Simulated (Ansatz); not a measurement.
**BH₄O (doublet): from Hartree-Fock to the top rungs at distance B1–H4 along a hydrogen transfer = 1.389 Å, cc-pVDZ**

How much of the correlation energy of BH₄O (doublet) does each wave-function method recover here?

Computed with Ansatz 0.2.0, Gaussian basis. Level: cc-pVDZ, core rule «outside noble gas», up to 2 orbitals frozen.

The runs, in order: UHF; CCSD(T) on ROHF; CCSD(T) on UHF; BCCD(T) on ROHF; CISD; CCSDT(Q) on ROHF; CCSDT(Q) on UHF; CASSCF and MRCISD+Q, 3 electrons in 3 orbitals; CASSCF and NEVPT2, 3 electrons in 3 orbitals.

5 further runs of the same task are left out: 1 for a mislabelled method, 2 that didn't finish, 2 set aside as unsound or not needed.

### 1 The geometry

The geometry derives from fragments relaxed apart (PBE0/def2-TZVP) and kept rigid, so it is no stationary point. A hydrogen atom is moved between rigid fragments.

6 atoms, charge 0, spin multiplicity 2.

Atoms are counted from 1 here; the program's logs count them from 0.

Bond lengths: B1–H2 1.193 Å, B1–H3 1.193 Å, B1–H4 1.389 Å, H4–O5 1.136 Å, O5–H6 0.973 Å. Angles: H2–B1–H3 120.0°, H2–B1–H4 120.0°, H3–B1–H4 120.0°, B1–H4–O5 180.0°, H4–O5–H6 105.0°.

Geometry (Å):

```xyz
6

B    -1.4070    0.0307    0.0000
H    -2.0037    1.0643    0.0000
H    -2.0037   -1.0029    0.0000
H    -0.0180    0.0307    0.0000
O     1.1180    0.0307    0.0000
H     1.3699   -0.9092    0.0000
```

### 2 UHF

Contents of in.yaml:

```yaml
crystal:
  periodic: [false, false, false]
  atoms:
    - {symbol: B, position_ang: [-1.406986, 0.030718, 0.000000]}
    - {symbol: H, position_ang: [-2.003719, 1.064290, 0.000000]}
    - {symbol: H, position_ang: [-2.003719, -1.002853, 0.000000]}
    - {symbol: H, position_ang: [-0.017986, 0.030718, 0.000000]}
    - {symbol: O, position_ang: [1.118014, 0.030718, 0.000000]}
    - {symbol: H, position_ang: [1.369873, -0.909232, 0.000000]}
basis:
  gaussian: {orbitals: cc-pVDZ}
magnetization: {spin_polarized: true, initial_magnetization: 1}
hamiltonian: {xc: hf}
output: {orbitals: {seedname: orbitals}}
```

Launch:

```console
$ ansatz run in.yaml --threads 1 --pin off --events-out ev --progress --plain --max-ram 2393MiB
```

The runs that follow: CCSD(T) on ROHF; CCSD(T) on UHF; BCCD(T) on ROHF; CISD; CCSDT(Q) on ROHF; CCSDT(Q) on UHF; CASSCF and MRCISD+Q, 3 electrons in 3 orbitals; CASSCF and NEVPT2, 3 electrons in 3 orbitals.

Before running them: what should the planned runs give, taken together? Wanted: UCCSDT(Q) below the RHF energy; RMP2 from UCCSDT(Q); UMP2 from UCCSDT(Q); RCCSD from UCCSDT(Q); RCCSD(T) from UCCSDT(Q); UCCSD(T) from UCCSDT(Q); RCCSDT(Q) from UCCSDT(Q); NEVPT2 pair from UCCSDT(Q); MRCISD+Q pair from UCCSDT(Q).

**Answer**, as computed:

| quantity | value |
| --- | --- |
| UCCSDT(Q) below the RHF energy | -8.9597 eV |
| RMP2 from UCCSDT(Q) | +91.0 kJ/mol |
| UMP2 from UCCSDT(Q) | +103.9 kJ/mol |
| RCCSD from UCCSDT(Q) | +21.2 kJ/mol |
| RCCSD(T) from UCCSDT(Q) | +3.9 kJ/mol |
| UCCSD(T) from UCCSDT(Q) | +4.0 kJ/mol |
| RCCSDT(Q) from UCCSDT(Q) | +0.1 kJ/mol |
| NEVPT2 pair from UCCSDT(Q) | +98.7 kJ/mol |
| MRCISD+Q pair from UCCSDT(Q) | +11.2 kJ/mol |
| levels within 1 kcal/mol (43 meV) | RCCSD(T), UCCSD(T), BCCD(T), RCCSDT, UCCSDT, RCCSDT(Q) |
| T1 diagnostic | 0.020 |

**Reading.** RCCSD(T) misses by +3.9 kJ/mol, 0.5 % of the correlation energy. Of the multireference levels listed MRCISD+Q pair comes nearest in total energy (+11.2 kJ/mol), which doesn't show that its space is the better one. These misses are within one basis, not against nature; the frozen cores of restricted and unrestricted runs differ, which can shift their rows.
